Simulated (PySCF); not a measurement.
C5H8.
Cartesian coordinates in Å at the PBE0-D3(BJ)/def2-TZVP level; atoms count from 1:
```xyz
13
C5H8 angstrom
C      1.7413    0.1514   -0.9751
C      0.6077    0.0357   -0.3058
C     -0.1346    0.9324    0.6615
C     -1.3114   -0.0744    0.6416
C     -0.4704   -1.0247   -0.2465
H      2.3676    1.0316   -0.8766
H      2.0824   -0.6293   -1.6470
H     -0.3592    1.9358    0.2928
H      0.3555    1.0308    1.6336
H     -2.2041    0.3089    0.1473
H     -1.5996   -0.4768    1.6126
H     -0.1553   -1.9429    0.2559
H     -0.9125   -1.2986   -1.2071
```

Definitions: NICS(0) = −σiso at the ring centroid; NICS(1) = −σiso and NICS(1)zz = −σzz at ±1 Å along the ring normal z. Level: GIAO PBE0/pcSseg-2 (PySCF, non-relativistic, gas phase) on the PBE0-D3(BJ)/def2-TZVP geometry, one conformer.

Ring bond lengths (Å), with Mayer bond orders in brackets: C2–C3 1.514 (0.97), C3–C4 1.549 (1.02), C4–C5 1.549 (1.02), C5–C2 1.513 (0.97).

Q: Give the NICS values of each ring in ppm.

A: 
```tsv
ring	type	NICS(0)	NICS(1), two faces	NICS(1)zz, two faces	rms pucker (Å)	centre to ring atoms, mean (Å)
C2–C3–C4–C5	4-membered carbocycle; formal bonds all single	4.7	0.2 / 0.4	3.1 / 3.6	0.03	1.08
```

Q: What can be read from them?

A: 
- C2–C3–C4–C5: mean NICS(1)zz 3.3 ppm, deshielded. C3, C4, C5 have four or more neighbours, and the NICS criterion for π rings isn't applied.

Q: At the first NICS(1) probe listed for ring C2–C3–C4–C5, 1 Å off the ring, how large is the induced field along the normal in 7.05 T applied along it?

A: NICSzz × B0 = 3.1 ppm × 7.05 T = 22 μT, along the applied field.

Q: Give the inner angles of the rings and the Hirshfeld charges of the ring atoms.

A: 
- C2–C3–C4–C5: C2 92.3° (+0.006 e), C3 88.8° (-0.080 e), C4 89.6° (-0.077 e), C5 88.8° (-0.081 e); sum 359.6° against 360° for a flat convex ring.

Q: What are the shieldings of the ring atoms and their hydrogens in the same run (means over atoms taken as equivalent)?

A: 
```csv
atoms,environment,σ isotropic (ppm),"principal values of the symmetric part, first atom (ppm)"
C2,fully substituted alkene carbon,20.7,"-92.1, 13.7, 140.5"
C3 (×2),allylic carbon,152.7,"136.8, 149.7, 171.6"
C4,four-membered-ring carbon,168.9,"158.5, 166.5, 181.7"
H8 (×4),methylene hydrogen,28.67,"25.4, 27.4, 33.4"
H10 (×2),methylene hydrogen,29.56,"26.7, 27.3, 34.6"
```

Hardware: 2 threads of an Intel Xeon at 2.70 GHz, on a shared host. Cost: 51 s wall, 1.8 min CPU (with the writing of density and orbital grids), 1.9 GiB resident at most. This is the whole shielding run at PBE0/pcSseg-2, SCF included.
